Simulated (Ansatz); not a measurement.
# HgS (P3₂21, No. 154)

All values below come from HSE06 in Ansatz (PAW).

Numerical settings: plane-wave cutoff 460 eV, 6×6×4 k mesh (along the axes of the cell as run), Fermi–Dirac smearing 0.01 eV, scalar-relativistic PAW data made under PBE.

Cell: measured lattice: a = b = 4.1450 Å, c = 9.4960 Å, α = β = 90.00°, γ = 120.00°.

```
Item                                          Result
-------------------------------------------  -------
band gap                                     2.26 eV
smallest direct gap on the k points sampled  2.31 eV
```

Note: cell and atoms aren't relaxed at this level (pressure 2.5 GPa).

Spin–orbit coupling is not included.

Ansatz is a first-principles code.
